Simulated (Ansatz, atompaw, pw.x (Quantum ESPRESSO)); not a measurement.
## Si: one change to the PAW (atompaw) potential, in the atom and in the diamond crystal

atompaw 4.2.0.5 input, output lines left out:

```
Si 14
GGA-PBE scalarrelativistic loggrid 1500 logderivrange -3 5 201
3 3 0 0 0 0
3 1 2
0 0 0
c
c
v
c
v
2
2.75 2.00 1.95 1.40
y
1.85
n
y
1.1
n
y
0.3
y
1.85
n
custom polynom vanderbiltortho sinc
3 0 vpsmatchnc
2.75
1.45
2.75
2.75
2.75
2.30
```

Change: wave 3p (bound): rc 2.75 bohr becomes 3p (bound): rc 2.30 bohr.

Cutoffs, loose and tight: the cutoffs (Ry, on a coarse ladder) from which the occupation-weighted sum of valence levels, in a spherical-Bessel basis at the reference potential, stays within 10 and 1 mRy of its value at 400 Ry. They see the waves and projectors alone, not the compensation charge or the core.

Crystal test: diamond Si in pw.x 7.5, no spin, 8³ k-points, Fermi–Dirac smearing 0.01 Ry, cutoffs set for each file from its atomic test. The reference is all-electron LAPW (Ansatz 0.2.0) with the same functional, mesh and smearing; V0 and B0 come from Birch–Murnaghan fits to the pressures at five volumes. Errors are pseudo minus all-electron; Δ is the rms difference of the E(V) curves that follow from these fits, minima aligned, over ±6 % about the mean V0. Mesh and smearing are coarse, so the numbers serve the comparison and aren't converged zero-temperature values; the lattice is a test structure that the element need not adopt.

All-electron: a0 = 5.469 Å (V0 = 20.45 Å³/atom), B0 = 88.5 GPa.

**Question.** Does the change bring the crystal closer to the all-electron result?

**Answer.** The mean pressure error goes from +0.06 to +0.02 GPa, so the change moves the solid closer to the all-electron pressures.

```tsv
quantity	base	changed
outcome (atom)	generated	generated
cutoff, loose (atom)	6 Ry	6 Ry
cutoff, tight (atom)	8 Ry	8 Ry
bound ghosts (atom)	none	none
cutoffs in pw.x (Ry)	40/400	40/400
a0 (Å)	5.470	5.470
a0 error (%)	+0.02	+0.01
B0 error (%)	+0.5	+0.5
Δ (meV/atom)	0.3	0.1
mean pressure error (GPa)	+0.06	+0.02
```

Base: The largest radius (2.75 bohr) exceeds half the bond length (2.24 bohr), so the spheres overlap, which is one possible source of error among others. Changed file: The largest radius (2.75 bohr) exceeds half the bond length (2.24 bohr), so the spheres overlap, which is one possible source of error among others. The atomic cutoffs weigh occupied waves only.
